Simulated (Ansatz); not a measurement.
Results of the Gaussian-basis code of Ansatz.

C₄H₆S (`C=CC(C)=S`) at its PBE0-D4/def2-TZVP geometry, where that method's forces vanish. The species carries charge 0 and has multiplicity 1.

```csv
atom,x (Å),y (Å),z (Å)
C1,-1.391,1.344,0.649
C2,-0.244,0.737,0.354
C3,-0.129,-0.581,-0.280
C4,1.278,-1.034,-0.501
S5,-1.403,-1.495,-0.715
H6,-2.338,0.866,0.422
H7,-1.404,2.320,1.119
H8,0.697,1.230,0.589
H9,1.813,-0.301,-1.115
H10,1.807,-1.078,0.458
H11,1.314,-2.009,-0.980
```

For each bond, give half the difference of the two atoms' forces along it (eV/Å; positive pushes the atoms apart) under PBE-D4, r2SCAN-D4, B3LYP-D4, ωB97M-V in def2-TZVPP. (Estimate.)

The calculation gave: 
```
  bond  length (Å)  PBE-D4  r2SCAN-D4  B3LYP-D4  ωB97M-V
 C1–C2       1.331    0.39       0.23      0.12    -0.15
 C1–H6       1.085    0.05      -0.06     -0.09    -0.06
 C1–H7       1.083   -0.02      -0.09     -0.10    -0.01
 C2–C3       1.467   -0.24      -0.11     -0.02     0.37
 C2–H8       1.088    0.06      -0.06     -0.11    -0.12
 C3–C4       1.495   -0.09       0.02      0.10     0.20
 C3–S5       1.627    0.51       0.28      0.21    -0.30
 C4–H9       1.096    0.12      -0.02     -0.06    -0.10
C4–H10       1.096    0.12      -0.02     -0.06    -0.10
C4–H11       1.087    0.10      -0.05     -0.07    -0.08
```

B3LYP here is the variant with VWN-RPA as its local correlation; programs differ in this.
